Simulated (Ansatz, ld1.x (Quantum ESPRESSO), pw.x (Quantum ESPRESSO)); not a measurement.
## In (sc): variants of one RRKJ potential in the solid

In, norm-conserving RRKJ (Kleinman–Bylander form), made with ld1.x (Quantum ESPRESSO) 7.5 (PBEsol, scalar-relativistic). Core [Kr] 4d10, reference 5s2 5p1. Waves: 5s (bound): rc 2.30 bohr; 5d channel at 0.5 Ry: rc 3.00 bohr; 5p (bound): rc 2.90 bohr. Local part: the p channel. Core correction: none. rho0 = 0.005.

Crystal test: sc In in pw.x 7.5, no spin, 11³ k-points, Fermi–Dirac smearing 0.01 Ry, cutoffs set for each file from its atomic test. The reference is all-electron LAPW (Ansatz 0.2.0) with the same functional, mesh and smearing; V0 and B0 come from Birch–Murnaghan fits to the pressures at five volumes. Errors are pseudo minus all-electron; Δ is the rms difference of the E(V) curves that follow from these fits, minima aligned, over ±6 % about the mean V0. Mesh and smearing are coarse, so the numbers serve the comparison and aren't converged zero-temperature values; the lattice is a test structure that the element need not adopt.

All-electron: a0 = 3.017 Å (V0 = 27.46 Å³/atom), B0 = 38.3 GPa.

Base: The largest radius (3.00 bohr) exceeds half the bond length (2.85 bohr), so the spheres overlap, which is one possible source of error among others. This is a poor potential for the solid.

2 further variants are left out: they gave no file fit for a test, a broken result, the same result as the base, or pressures whose basis-set error rivals the error shown.

```tsv
change	cutoffs (Ry)	pw.x	a0 (Å)	a0 error (%)	B0 error (%)	Δ (meV/atom)	mean pressure error (GPa)
base	40/160	converged	3.001	-0.55	-3.1	3.8	-0.59
wave 5p (bound): rc 2.90 bohr becomes 5p (bound): rc 3.30 bohr	40/160	converged	2.990	-0.90	+0.5	6.3	-0.98
local potential all-electron potential smoothed inside 2.30 bohr (lloc = -1)	40/160	converged	2.985	-1.06	-2.1	7.3	-1.11
```

(1) Give the row for: core correction a·sin(br)/r model core inside 2.66 bohr.

Results:

(1) pw.x: converged; mean pressure error (GPa): -0.67; a0 (Å): 2.999; a0 error (%): -0.59; B0 error (%): +3.5; Δ (meV/atom): 4.1.
